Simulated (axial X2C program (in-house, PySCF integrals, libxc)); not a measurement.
## Which functional? An output for MgS⁺

An SCF output computed with an axial X2C code built on PySCF integrals for MgS⁺ at 2.244 Å, two-component, state Ω = 3/2, S dyall-av3z [9s8p3d2f], Mg dyall-cv3z [9s8p6d3f] (cores contracted in-house), without its first line:

```
basis functions 146  fitting functions 625  grid points 4360
iter        total energy     max residual
   1       -598.208605708     6.31e-02
   2       -598.220446134     3.04e-03
   3       -598.220909601     1.03e-03
   4       -598.220988581     6.00e-04
   5       -598.221010926     2.59e-04
   6       -598.221015040     1.56e-04
   7       -598.221016997     7.17e-05
   8       -598.221017665     6.55e-05
   9       -598.221018275     4.24e-05
  10       -598.221018628     1.51e-05
  11       -598.221018680     5.24e-06
  12       -598.221018684     1.60e-06
  13       -598.221018684     6.50e-07
converged
one-electron -914.99842558  Coulomb 312.63907586  exact exchange -41.05758487  xc functional 0.00000000  nuclear repulsion 45.27719452  atomic mean-field constant -0.08127860
```

Question: Which level of theory produced it?
A. M06
B. PBE0
C. HF

Answer: C. The exact-exchange term against the functional term shows a share of 1 of exact exchange.
